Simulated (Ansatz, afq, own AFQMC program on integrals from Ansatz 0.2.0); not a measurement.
**Where AFQMC and coupled cluster stand for CH2Al, doublet**

```xyz
4

Al    0.0000    0.0000    0.7050
C     0.0000    0.0000   -1.2658
H     0.0000   -0.8961   -1.8941
H     0.0000    0.8961   -1.8941
```

Connectivity, by distances: Al–CH2.

Basis cc-pVDZ. Only valence electrons are correlated. AFQMC by an in-house program on the Cholesky factors that Ansatz 0.2.0 writes for its CCSD(T) run. The CISD trial takes its coefficients from CCSD amplitudes. Released means that phaseless walkers are propagated on without the constraint, phases kept. Free AFQMC starts from the CCSD state and is never constrained. Its projection time is finite, and what remains of the start isn't in its error. Error bars are statistical, one sigma.

Determinant: ROHF, the one that the program's search chose, which needn't be the lowest solution. The geometry is a point of a scan.

No full CI on the walks' own integrals is used here; CCSDT(Q) serves as the reference and is uncertain by about the last step of the cluster series.

The T1 diagnostic is 0.0166. The weight of the determinant in the CISD state is 0.877 and the size of the correlated space is 9 electrons in 36 orbitals.

Reference: CCSDT(Q), correlation energy -5.568 eV. The released energy is read at 2.40 1/Eh (meV from the phaseless value at times in 1/Eh: -10 ± 12 at 0.24, -7 ± 12 at 0.51, -5 ± 13 at 0.99, -7 ± 12 at 1.62, -5 ± 12 at 2.40).

| level | E − E(reference) (kcal/mol) | share of correlation (%) |
| --- | --- | --- |
| HF | 128.41 | 0.00 |
| MP2 | 24.64 | 80.81 |
| CCSD | 3.82 | 97.03 |
| CCSD(T) | 0.72 | 99.44 |
| CCSDT | 0.19 | 99.85 |
| ph-AFQMC/HF | -2.97 ± 1.57 | 102.31 |
| ph-AFQMC/CISD | 0.42 ± 0.22 | 99.67 |
| released AFQMC | 0.32 ± 0.27 | 99.75 |
| free AFQMC | 0.14 ± 0.50 | 99.89 |

Free projections are given only where their last times agree within the noise and don't stop above the reference; a slow remainder of the start can still hide under it. A walk keeps the symmetry of its determinant, which the program's search chose and which needn't be the lowest solution, so a lower state of the same spin and another symmetry isn't excluded. Released energies are given only where the last usable release times agree within the noise; a slower fall can still hide under it.
